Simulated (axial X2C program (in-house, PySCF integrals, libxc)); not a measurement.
# OH⁻: from Re and ωe to a spectrum

A bond curve at the CCSD(T) level, two-component, was computed with an axial X2C code built on PySCF integrals (basis O dyall-av3z [7s6p3d2f], H dyall-av3z [7s3p2d] (cores contracted in-house)) for the state Ω = 0 (closed shell). Its fit gives Re = 0.9683 Å, ωe = 3719.9 cm⁻¹, ωexe = 92.6 cm⁻¹ and αe = 7.683e-01 cm⁻¹; the masses are 15.9949 and 1.0078 u. Two-component means X2C with spin–orbit coupling and atomic mean-field Coulomb and Gaunt terms.

Correlated methods: 8 electrons correlated (number of frozen shells: O 1 s; H none), 146 virtual spin orbitals or spinors in MP2, 90 natural virtuals in coupled cluster.

(1) Find the reduced mass, Be and the force constant.

(2) Where do the fundamental and the first overtone lie?

(3) Scale the constants to the deuteride (D 2.0141 u) within the Born–Oppenheimer picture.

(4) Estimate the centrifugal constant by the Kratzer relation.

(5) A Morse curve ties αe to the other constants (Pekeris). How well does that hold?

One determinant describes the state; a PBE0 search over occupations chose it and may have missed a lower one. Coupled cluster ran in a truncated set of natural virtual spinors; the MP2 energy of the rest was added. (T) has no such correction and the atoms are truncated less, which lowers De at CCSD(T) by a hundredth of an eV or more.

## Answers

(1) From the CCSD(T) values: μ = 0.9481 u. Be = 16.8576/(μ Re²) = 18.96 cm⁻¹. k = 5.8918×10⁻⁷ μ ωe² = 7.73 mdyn/Å.

(2) ν(1←0) = ωe − 2ωexe = 3534.7 cm⁻¹; ν(2←0) = 2ωe − 6ωexe = 6884.2 cm⁻¹.

(3) ρ = √(μH/μD) = 0.7280; ωe = 2708.1, ωexe = 49.1, Be = 10.05 cm⁻¹; the zero-point energy falls by 495 cm⁻¹.

(4) D = 4Be³/ωe² = 1.97e-03 cm⁻¹.

(5) αe(Morse) = 6Be²/ωe × (√(ωexe/Be) − 1) = 7.017e-01 cm⁻¹; the CCSD(T) curve gives 7.683e-01 cm⁻¹, a ratio of 0.91.
